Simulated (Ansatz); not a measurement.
# CHAlO (triplet): from Hartree-Fock to the top rungs, cc-pVDZ

How much of the correlation energy of CHAlO (triplet) does each wave-function method recover here?

The runs use Ansatz 0.2.0, Gaussian basis; cc-pVDZ, core rule «outside noble gas», up to 7 orbitals frozen.

Plan: UHF; CCSD(T) on ROHF; CCSD(T) on UHF; BCCD(T) on ROHF; CISD; CCSDT(Q) on ROHF; CCSDT(Q) on UHF; CASSCF and NEVPT2, 10 electrons in 10 orbitals.

17 further runs of the same task are left out: 7 that didn't finish, 10 set aside as unsound or not needed.

### 1 The geometry

The geometry is a PBE0/def2-TZVP stationary point (not a proven minimum) of the parent state, kept for this charge and spin.

4 atoms, charge 0, spin multiplicity 3.

Atoms are counted from 1 here; the program's logs count them from 0.

Bond lengths: Al1–C2 2.203 Å, Al1–H4 1.641 Å, C2–O3 1.130 Å. Angles: C2–Al1–H4 84.1°, Al1–C2–O3 160.0°.

### 2 UHF

Input file in.yaml:

```yaml
crystal:
  periodic: [false, false, false]
  atoms:
    - {symbol: Al, position_ang: [0.000000, -0.113080, 1.406118]}
    - {symbol: C, position_ang: [0.000000, 0.189159, -0.775794]}
    - {symbol: O, position_ang: [0.000000, -0.047504, -1.881062]}
    - {symbol: H, position_ang: [0.000000, 1.527034, 1.462841]}
basis:
  gaussian: {orbitals: cc-pVDZ}
magnetization: {spin_polarized: true, initial_magnetization: 2}
hamiltonian: {xc: hf}
output: {orbitals: {seedname: orbitals}}
```

Command:

```console
ansatz run in.yaml --threads 1 --pin off --events-out ev --progress --plain --max-ram 2393MiB
```

The runs that follow: CCSD(T) on ROHF; CCSD(T) on UHF; BCCD(T) on ROHF; CISD; CCSDT(Q) on ROHF; CCSDT(Q) on UHF; CASSCF and NEVPT2, 10 electrons in 10 orbitals.

Before running them: what should the planned runs give, taken together? Wanted: UCCSDT(Q) below the RHF energy; RMP2 from UCCSDT(Q); UMP2 from UCCSDT(Q); RCCSD from UCCSDT(Q); RCCSD(T) from UCCSDT(Q); UCCSD(T) from UCCSDT(Q); RCCSDT(Q) from UCCSDT(Q); NEVPT2 frontier from UCCSDT(Q); T1 diagnostic.

As calculated:

| quantity | value |
| --- | --- |
| UCCSDT(Q) below the RHF energy | -10.1549 eV |
| RMP2 from UCCSDT(Q) | +22.22 kcal/mol |
| UMP2 from UCCSDT(Q) | +22.14 kcal/mol |
| RCCSD from UCCSDT(Q) | +10.20 kcal/mol |
| RCCSD(T) from UCCSDT(Q) | +1.58 kcal/mol |
| UCCSD(T) from UCCSDT(Q) | +1.58 kcal/mol |
| RCCSDT(Q) from UCCSDT(Q) | +0.11 kcal/mol |
| NEVPT2 frontier from UCCSDT(Q) | +35.83 kcal/mol |
| levels within 1 kcal/mol (43 meV) | RCCSDT, UCCSDT, RCCSDT(Q) |
| T1 diagnostic | 0.028 |

What this shows: RCCSD(T) lands +1.58 kcal/mol from the yardstick (0.7 % of the correlation energy). These misses are within one basis, not against nature; the frozen cores of restricted and unrestricted runs differ, which can shift their rows.
